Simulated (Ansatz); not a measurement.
## Y (model structure, started from the beta-W type, Pm-3n, No. 223, 8 atoms in the cell)

These are PBEsol (Ansatz, a quantum-chemistry and plane-wave program, plane waves, PAW) values and carry that method's errors.

Settings: plane-wave cutoff 500 eV, 12×12×12 k mesh, Fermi–Dirac smearing 0.1 eV, scalar-relativistic PAW data made under PBE.

Cell (relaxed at this level):

```cif
data_Y8
_chemical_formula_sum 'Y8'
_space_group_name_H-M_alt 'Pm-3n'
_space_group_IT_number 223
_space_group_name_Hall '-P 4n 2 3'
_cell_length_a 6.35577
_cell_length_b 6.35577
_cell_length_c 6.35577
_cell_angle_alpha 90.000
_cell_angle_beta 90.000
_cell_angle_gamma 90.000
loop_
_atom_site_label
_atom_site_type_symbol
_atom_site_symmetry_multiplicity
_atom_site_Wyckoff_symbol
_atom_site_fract_x
_atom_site_fract_y
_atom_site_fract_z
_atom_site_occupancy
Y1 Y 6 c 0.00000 0.50000 0.25000 1
Y2 Y 2 a 0.00000 0.00000 0.00000 1
```

For Y (model structure, started from the beta-W type, Pm-3n, No. 223, 8 atoms in the cell), the band gap is zero (no gap).

Note: the relaxation could raise the start's symmetry but not lower it, so the cell can be a saddle point.

Spin–orbit coupling is not included.

Computing time: very roughly 4 core-minutes.

A model structure was made by putting elements into a prototype or built by hand; it is no filed structure, need not be a known phase, and can be a saddle point held by its symmetry.
